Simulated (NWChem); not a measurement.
## Correlation energy of isobutene (C4H8)

```xyz
12

C     -1.2771     0.0000    -0.6812
C      0.0000     0.0000     0.1208
C      1.2771     0.0000    -0.6812
C      0.0000     0.0000     1.4702
H     -1.3299    -0.8886    -1.3479
H     -1.3299     0.8886    -1.3479
H     -2.1762     0.0000    -0.0350
H      1.3299    -0.8886    -1.3479
H      2.1762     0.0000    -0.0350
H      1.3299     0.8886    -1.3479
H      0.9401     0.0000     2.0449
H     -0.9401     0.0000     2.0449
```
Charge 0, spin multiplicity 1.

Program: NWChem. Structure: optimised with PBE/def2-SVP, a minimum by its harmonic frequencies.

Basis set: cc-pVDZ. Each correlation energy counts from its own Hartree-Fock reference.

The correlated methods keep 4 core orbitals frozen. No row is a measurement; the coupled-cluster row has its own basis-set and correlation limits.

Question: One of these methods gave a correlation energy of -619.3 mHa. Which?
(A) CR-CCSD(T)
(B) SCS-MP2
(C) CCSD+T(CCSD)
(D) CCSD

Answer: D, CCSD. The others give -634.0 (CR-CCSD(T)), -566.1 (SCS-MP2), -640.1 (CCSD+T(CCSD)).
